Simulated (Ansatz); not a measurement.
Calculated with Ansatz (gas phase, PBE0-D4/def2-TZVP geometries, no zero-point term in ΔE). CCSD(T)/CBS is the MP2 limit (def2-TZVPP, def2-QZVPP) plus CCSD(T) − MP2 in def2-TZVPP, frozen cores. Functionals use def2-TZVPP. B3LYP here is the variant with VWN-RPA as its local correlation; programs differ in this. Each species was taken in one conformer, which may not be the lowest.

`C=CCCS` → `C=CC(C)S`  (isomerisation)

| level | ΔE (kcal/mol) |
| --- | --- |
| r2SCAN-D4 | -2.2 |
| PBE0-D4 | -1.8 |
| B3LYP-D4 | -1.9 |
| PBE | -1.9 |
| SCS-MP2/def2-TZVPP | -2.3 |
| SCS-MP2/def2-QZVPP | -2.3 |
| HF/CBS(def2) | -1.6 |
| MP2/CBS(def2) | -2.5 |

Q: What does CCSD(T)/CBS give? (An estimate is asked.)

A: The calculation gave: -2.0 kcal/mol. The listed levels differ from it by -0.2, 0.2, 0.1, 0.1, -0.3, -0.3, 0.4, -0.5 kcal/mol.

Largest T1 diagnostic among the species: 0.010.
